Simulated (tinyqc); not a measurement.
Inside a calculation. Method: CCSD on RHF in the sto-6g basis, frozen core, for H2O, spin multiplicity 1. One step of it, computed by the program tinyqc.

Question. CCSD: starting amplitudes. t_ij^ab = <ij||ab> / (e_i + e_j - e_a - e_b), whose energy is MP2.

orbital energies (hartree): MO1 -20.484928, MO2 -1.300444, MO3 -0.673161, MO4 -0.445918, MO5 -0.396410, MO6 0.648851, MO7 0.842824

Two-electron integrals over orbitals (pq|rs), unique and non-zero (hartree); the lowest 1 orbital is frozen and left out:
```
(22|22) 0.733710    (32|32) 0.151001    (33|22) 0.658199    (33|33) 0.652541
(42|22) 0.015301    (42|33) 0.007609    (42|42) 0.122867    (43|32) 0.015788
(43|43) 0.043100    (44|22) 0.690712    (44|33) 0.617895    (44|42) -0.104446
(44|44) 0.828341    (52|52) 0.144005    (53|53) 0.030078    (54|52) -0.044159
(54|54) 0.057105    (55|22) 0.749541    (55|33) 0.642001    (55|42) -0.057706
(55|44) 0.749491    (55|55) 0.880663    (62|22) 0.145756    (62|33) 0.077184
(62|42) 0.019316    (62|44) 0.107585    (62|55) 0.166135    (62|62) 0.104328
(63|32) -0.046706   (63|43) -0.024499   (63|63) 0.074452    (64|22) 0.083075
(64|33) 0.038301    (64|42) -0.010699   (64|44) 0.102281    (64|55) 0.094430
(64|62) 0.060785    (64|64) 0.052130    (65|52) 0.064098    (65|54) -0.005056
(65|65) 0.041289    (66|22) 0.616522    (66|33) 0.579063    (66|42) 0.063858
(66|44) 0.548818    (66|55) 0.589127    (66|62) 0.092749    (66|64) 0.041316
(66|66) 0.597511    (72|32) 0.036324    (72|43) -0.031874   (72|63) 0.036556
(72|72) 0.059491    (73|22) 0.135286    (73|33) 0.094757    (73|42) -0.068826
(73|44) 0.172036    (73|55) 0.186583    (73|62) 0.081457    (73|64) 0.061928
(73|66) 0.036343    (73|73) 0.147271    (74|32) -0.073823   (74|43) 0.010293
(74|63) 0.040108    (74|72) -0.016919   (74|74) 0.063736    (75|53) 0.023734
(75|75) 0.024496    (76|32) 0.107230    (76|43) 0.039437    (76|63) -0.069931
(76|72) -0.009420   (76|74) -0.055461   (76|76) 0.121964    (77|22) 0.634173
(77|33) 0.625122    (77|42) -0.013528   (77|44) 0.626693    (77|55) 0.636530
(77|62) 0.074318    (77|64) 0.035412    (77|66) 0.571456    (77|73) 0.099525
(77|77) 0.633430
```

Give: Starting amplitudes; correlation energy.

Answer.

Starting amplitudes (spin orbitals 1a, 1b, ...; amplitudes related by a flip of all spins are not repeated):
```
from      to         t
3a 3b  7a 7b    -0.049
3a 3b  6a 6b    -0.028
2a 2b  6a 6b    -0.027
4a 4b  7a 7b    -0.025
4a 4b  6a 6b    -0.024
3a 4b  6b 7a     0.024
2a 3b  6a 7b    -0.024
2a 4b  6a 6b    -0.020
5a 5b  6a 6b    -0.020
3a 4b  6a 7b    -0.015
2a 2b  7a 7b    -0.014
2a 3a  6a 7a    -0.013
2a 3b  6b 7a     0.011
5a 5b  7a 7b    -0.010
3a 4a  6a 7a     0.008
2a 4b  7a 7b  4.93e-03
```

correlation energy = -0.02964 hartree
